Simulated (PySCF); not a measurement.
Molecule: `InChI=1S/C2H2N/c1-2-3/h1H2/q-1`.

Bonds (- single, = double, # triple, : aromatic): C1-C2, C2#N3. C1 carries H4, H5. Formal charges: C1 -1.

Total charge -1.

Frames of a GFN2-xTB Langevin trajectory at 400 K; GIAO PBE0/pcSseg-1 shieldings in PySCF 2.14, gas phase, non-relativistic; equivalent atoms averaged within each frame.

Scale: 13C (186.93 ppm), 1H (31.72 ppm) against TMS; NH3 for 15N (267.73 ppm) (reference shieldings calculated alike). The references are static minima.

How do the shifts (ppm) fluctuate along the trajectory?

Answers


```tsv
time (fs)	C2	C1	N3	H4/H5
optimised geometry	146.4	-16.3	274.4	-0.72
250	148.8	-21.4	270.8	-1.62
425	152.2	-10.1	273.3	-0.29
625	149.7	-7.0	290.8	-0.08
800	145.5	-22.1	264.8	-1.41
1000	154.0	-12.2	303.2	-0.15
mean of frames	150.0	-14.5	280.6	-0.71
standard deviation	3.3	6.8	15.9	0.74
```

5 frames give an uncertainty of the mean of about the standard deviation over 2.2 at best, since frames this close in time may not be independent; classical motion lacks zero-point vibration, and the reference would need the same averaging.
